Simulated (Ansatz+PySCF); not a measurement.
A calculation with Ansatz (development build ahead of 0.2.0).

```yaml
crystal:
  periodic: [false, false, false]
  atoms:
    - { symbol: "N", position_ang: [0.0, 0.0, 0.0] }
    - { symbol: H, position_ang: [0.59448, 0.59448, 0.59448] }
    - { symbol: H, position_ang: [0.59448, -0.59448, -0.59448] }
    - { symbol: H, position_ang: [-0.59448, 0.59448, -0.59448] }
    - { symbol: H, position_ang: [-0.59448, -0.59448, 0.59448] }
    - { symbol: F, position_ang: [10.0, 0.0, 0.0] }
basis:
  gaussian: { orbitals: STO-3G }
hamiltonian:
  xc: hf
scf:
  omitted_lower_state_checks: [stability, starts, atomic_configurations, cluster_reference, orbital_swaps, given_window_search, neighbouring_geometries, increment]
```

The input is written out in the form of the current development build from the run's settings.

The run gave:

- Converged: yes
- Total energy: -153.54103 hartree
- Spin squared of the determinant: 0.000
- Occupied orbitals by symmetry in an Abelian subgroup (alpha; beta): 6 A1 2 B1 2 B2; 6 A1 2 B1 2 B2

Caution: an unrestricted determinant lies well below.
